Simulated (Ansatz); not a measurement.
CH₅AlSi (`[CH2]1[AlH][SiH2]1`). Charge 0, multiplicity 1.

Z-matrix (Å, degrees):
```
C
Si 1 1.924
Al 1 1.951 2 73.8
H 1 1.089 2 119.6 3 126.4
H 1 1.098 2 111.0 3 -105.5
H 2 1.489 1 112.6 3 -109.3
H 2 1.489 1 117.3 3 122.4
H 3 1.581 1 142.0 2 178.7
```

Task: Give the diagnostics of a CCSD(T)/def2-TZVPP run (frozen core, Ansatz 0.2.0). (Best estimate.)

Result: Computed: T1 = 0.0126, largest single amplitude 0.012, largest double 0.042, (T) share of the correlation energy 4.0 %, 9 CCSD cycles. The RHF solution is stable towards an unrestricted one. T1 lies under the customary mark of 0.02 for closed shells.
